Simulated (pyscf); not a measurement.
## Elimination: H₃C–SiH₂–Cl (SMILES C[SiH2]Cl) → H₂C=SiH₂ (SMILES C=[SiH2]) + HCl (SMILES Cl)

Gas phase, singlet surface, charge 0. Bonds broken: C1–H4, Si2–Cl3. Bonds formed: Cl3–H4. Single points on ωB97X-D3(BJ)/def2-SVP structures (PySCF, gas phase). Correlated levels are frozen-core, on RHF or UHF. ΔMP2 is the change of the MP2 total energy from the triple- to the quadruple-zeta basis.

Transition state (Å):

```xyz
8

C      0.3338     0.5321     0.0339
Si    -0.1118    -1.0927     0.4251
Cl    -2.6224     0.0987     0.7270
H     -1.3101     0.6197     0.3591
H      0.4408     0.8496    -1.0090
H      0.8123     1.1780     0.7780
H     -0.5428    -2.0754    -0.5949
H     -0.0449    -1.6349     1.8012
```

One imaginary mode, 954i cm⁻¹; descent along it reached the two sides named, in the forms told below.

```
bond     change  reactant side (Å)  saddle  product side
-------  ------  -----------------  ------  ------------
C1–H4    breaks              1.101   1.678         2.357
Si2–Cl3  breaks              2.076     2.8           3.7
Cl3–H4    forms                3.1   1.459         1.297
```

Electronic energies relative to the reactant's lowest minimum found (kcal/mol):

```
level                             barrier  reaction energy  reverse barrier
--------------------------------  -------  ---------------  ---------------
ωB97X-D3(BJ)/def2-TZVP               85.7            +83.9              1.8
PBE/def2-TZVP                        74.2            +75.1             -0.9
r²SCAN/def2-TZVP                     79.5            +79.6              0.0
B3LYP-D3(BJ)/def2-TZVP               79.2            +77.3              2.0
PBE0-D3(BJ)/def2-TZVP                80.5            +81.0             -0.5
M06-2X/def2-TZVP                     83.2            +80.6              2.6
ωB97M-D3(BJ)/def2-TZVP               82.5            +79.2              3.2
HF/def2-TZVP                         96.9            +81.6             15.3
MP2/def2-QZVPP                       83.0            +80.1              2.9
CCSD/def2-TZVPP                      86.4            +77.0              9.3
CCSD(T)/def2-TZVPP                   83.4            +75.8              7.6
CCSD(T)/def2-TZVPP + ΔMP2(QZVPP)     83.3            +76.7              6.6
```

With CCSD(T)/def2-TZVPP + ΔMP2(QZVPP) energies and thermal terms (ideal gas, 1 atm, RRHO with modes under 100 cm⁻¹ raised to 100, one conformer, R ln 2 for chiral ones without a mode under 150 cm⁻¹), in kcal/mol:

```json
[
 {"T (K)": "298", "ΔH‡": "78.1", "ΔG‡": "78.0", "ΔH": "+72.7", "ΔG": "+63.1"},
 {"T (K)": "600", "ΔH‡": "78.3", "ΔG‡": "77.7", "ΔH": "+72.9", "ΔG": "+53.3"},
 {"T (K)": "900", "ΔH‡": "78.4", "ΔG‡": "77.4", "ΔH": "+72.6", "ΔG": "+43.6"},
 {"T (K)": "1200", "ΔH‡": "78.4", "ΔG‡": "77.1", "ΔH": "+72.1", "ΔG": "+34.0"}
]
```

On the reactant side the descent ends in a point that may be a rotor saddle (no frequency run), 1.6 kcal/mol over the lowest minimum found and 84.1 kcal/mol under the saddle at ωB97X-D3(BJ)/def2-TZVP. On the product side the descent ends in a complex, 4.7 kcal/mol under the separated species and 6.5 kcal/mol under the saddle at ωB97X-D3(BJ)/def2-TZVP. At PBE, PBE0-D3(BJ) the saddle lies under the separated products, which points to a path from their complex (located at ωB97X-D3(BJ) alone), and parting the products costs more than the saddle. The same reactants have a lower exit, to H₃C–Si:–Cl [singlet] + H₂ (barrier +70.8 kcal/mol at ωB97M-D3(BJ)/def2-TZVP, against +82.5 kcal/mol here). This is the saddle that the search found; another between the same sides may lie lower. The CCSD(T) − MP2 part came from Ansatz, without density fitting, on the same reference.
